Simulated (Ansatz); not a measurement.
`NC1(F)CO1`, charge 0, multiplicity 1.

Q: Give a relaxed structure at PBE0-D4/def2-TZVP (Ansatz). (An estimate is asked.)

A: Computed: 
Z-matrix (Å, degrees):
```
C
F 1 1.351
C 1 1.446 2 118.4
N 1 1.400 2 109.4 3 -152.2
O 1 1.392 2 112.8 3 68.5
H 3 1.086 1 118.9 2 -0.7
H 3 1.087 1 120.5 2 -155.9
H 4 1.010 1 111.1 2 -177.6
H 4 1.013 1 110.5 2 -56.1
```
This is one stationary point; other conformers may exist.
